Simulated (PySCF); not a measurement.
# XPS shifts beside NMR shieldings

Compound: propargyl chloride, C3H3Cl.
Bonds: C1–C2 (triple), C2–C3, C3–Cl4. Hydrogens: H5 on C1; H6, H7 on C3.

Binding energies: PySCF 2.14.0, delta-SCF UKS SCAN, pcX-2 on the ionised atom, pcseg-1 elsewhere, spin-free X2C. Shieldings: GIAO PBE0/pcSseg-1, non-relativistic, same geometry.

```csv
atom,C 1s (eV)
C1,290.77
C2,291.25
C3,293.32
```

**Question.** What are the absolute isotropic shieldings of these atoms?

**Answer.** 
```csv
atom,environment,C 1s (eV),isotropic shielding (ppm)
C1,terminal alkyne carbon,290.77,102.4
C2,alkyne carbon,291.25,103.3
C3,sp3 C–Cl carbon,293.32,149.5
```

By binding energy: C1 < C2 < C3. By shielding: C1 < C2 < C3.

The unrestricted hole states depart most from a pure doublet (⟨S²⟩ = 0.75; over 0.85 named) for C 1s of C2 (0.86), which makes this value less certain. Geometry: GFN2-xTB; no solvent, vibrations or thermal averaging.
